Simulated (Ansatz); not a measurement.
Born–Oppenheimer molecular dynamics of BClFH$_{3}$ (6 atoms, charge 0, multiplicity 1). It starts at the highest image of a converged band, a first-order saddle point between two minima.

All numbers below come from Ansatz, UKS PBE-D4/def2-SVPD.

```yaml
ensemble: NVE (velocity Verlet)
time_step: 0.5 fs
steps_asked: 200
starting_velocities_drawn_for: 300 K
seed: 7129
```

First frame:

```xyz
6
Properties=species:S:1:pos:R:3
B -0.288 0.052 -0.468
F 0.962 0.830 0.057
H 0.019 -0.665 -1.387
H -1.265 0.758 -0.439
H 0.806 0.067 0.990
Cl -0.234 -1.041 1.246
```

What does the run give?

The run went to its last step.

```yaml
steps_done: 200
time_covered: 100 fs
mean_temperature_over_the_second_half: 619 K
spread_of_the_potential_energy_over_the_second_half: 4.6 meV per atom
mean_potential_energy_of_the_second_half_above_the_start: -27.4 meV per atom
```

The conserved energy stayed within 0.16 meV per atom of its start (net change 0.074 meV per atom), so the integration is sound. The system heated up, since it started high on the potential surface and ran downhill. A run of 0.1 ps of so small a system gives no equilibrium averages. The orbitals stay closed-shell, which can raise the energy where a bond breaks towards radicals; this wasn't checked here.

What happens to the structure?

The step under study would form B1–Cl6, F2–H5 and break B1–F2, H5–Cl6. These pairs go: B1–Cl6 2.03 → 1.83 Å, F2–H5 1.22 → 0.93 Å, B1–F2 1.56 → 3.19 Å, H5–Cl6 1.54 → 3.58 Å. In the last frame they stand as after the step (other bonds may differ from the relaxed reactants and products). It ends as BClH2 + FH. Pairs count as bonded within 1.25 times the sum of covalent radii (0.12 Å more for H–H). Another seed would give other details.

How do temperature and energy run in time?


| time (fs) | T (K) | potential energy less start (eV) | conserved less start (meV/atom) |
| --- | --- | --- | --- |
| 0.0 | 300 | 0.000 | 0.00 |
| 5.0 | 198 | 0.053 | 0.10 |
| 10.0 | 199 | 0.053 | 0.16 |
| 15.0 | 362 | -0.032 | 0.09 |
| 20.0 | 523 | -0.115 | 0.00 |
| 25.0 | 518 | -0.113 | 0.04 |
| 30.0 | 467 | -0.085 | 0.13 |
| 35.0 | 553 | -0.130 | 0.10 |
| 40.0 | 701 | -0.207 | 0.03 |
| 45.0 | 759 | -0.237 | 0.04 |
| 50.0 | 677 | -0.194 | 0.11 |
| 55.0 | 590 | -0.149 | 0.13 |
| 60.0 | 673 | -0.193 | 0.03 |
| 65.0 | 713 | -0.213 | 0.01 |
| 70.0 | 619 | -0.164 | 0.10 |
| 75.0 | 574 | -0.141 | 0.13 |
| 80.0 | 582 | -0.145 | 0.08 |
| 85.0 | 656 | -0.184 | 0.02 |
| 90.0 | 624 | -0.167 | 0.06 |
| 95.0 | 500 | -0.102 | 0.14 |
| 100.0 | 543 | -0.125 | 0.07 |

Run time: 4.5 min on 2 threads of Arm Neoverse V2 (shared host), peak memory 0.17 GiB.
